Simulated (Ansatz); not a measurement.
**SiNH₃ (SMILES N=[SiH2]): single points off equilibrium**

One table from this session's results is given with a row withheld; the runs are named, their logs left out.

Program: Ansatz 0.2.0, Gaussian basis. Level of theory: single points in def2-TZVPP. These are calculated values, not measurements.

Correlated methods freeze the cores.

### The starting structure

SMILES `N=[SiH2]`, 5 atoms, charge 0, spin multiplicity 1.

Atoms are counted from 1 here; the program's logs count them from 0.

Bond lengths: N1–Si2 1.608 Å, N1–H3 0.961 Å, Si2–H4 1.477 Å, Si2–H5 1.482 Å. Angles: Si2–N1–H3 126.3°, N1–Si2–H4 136.3°, N1–Si2–H5 113.7°, H4–Si2–H5 110.0°.

As a file:

```mol
H3NSi
  3D, bonds by distance, orders not assigned

  5  4  0  0  0  0  0  0  0  0999 V2000
    0.5751   -0.7449    0.7159 N   0  0
   -0.1088    0.3580   -0.2339 Si  0  0
    0.2299   -1.6203    0.9101 H   0  0
   -1.3560    0.4669   -1.0170 H   0  0
    0.6872    1.6006   -0.3717 H   0  0
  1  2  8  0
  1  3  8  0
  2  4  8  0
  2  5  8  0
M  END
```

The first run:

The input, run/in.yaml:

```yaml
crystal:
  periodic: [false, false, false]
  atoms:
    - {symbol: N, position_ang: [0.575100, -0.744900, 0.715900]}
    - {symbol: Si, position_ang: [-0.108800, 0.358000, -0.233900]}
    - {symbol: H, position_ang: [0.229900, -1.620300, 0.910100]}
    - {symbol: H, position_ang: [-1.356000, 0.466900, -1.017000]}
    - {symbol: H, position_ang: [0.687200, 1.600600, -0.371700]}
basis:
  gaussian: {orbitals: def2-TZVPP}
correlation: {method: ccsd_t}
output: {forces: true}
```

The command line of these runs was not kept.

Among the steps run: CCSD(T)/def2-TZVPP; PBE0-D4/def2-TZVPP; wB97M-V/def2-TZVPP; r2SCAN-D4/def2-TZVPP; PBE-D4/def2-TZVPP; r2SCANh-D4/def2-TZVPP; wB97X-V/def2-TZVPP.

One of the session's tables, all rows but one given; the rest of the session is left out.

```
    method  RMS force component (eV/Å)  angle to CCSD(T) forces (°)  dipole (D)
   CCSD(T)                       0.998                    reference        2.24
   PBE0-D4                       1.100                         12.6        2.38
   wB97M-V                       1.108                         13.4        2.48
 r2SCAN-D4                       1.069                          8.6        2.24
    PBE-D4                       1.111                          6.9        2.11
r2SCANh-D4                       1.075                         12.0        2.33
   wB97X-V                           ?                            ?           ?
```

Q: Estimate the row for wB97X-V from the others.

As computed: RMS force component (eV/Å): 1.144; angle to CCSD(T) forces (°): 14.6; dipole (D): 2.56. In the column «RMS force component (eV/Å)» it is the highest.
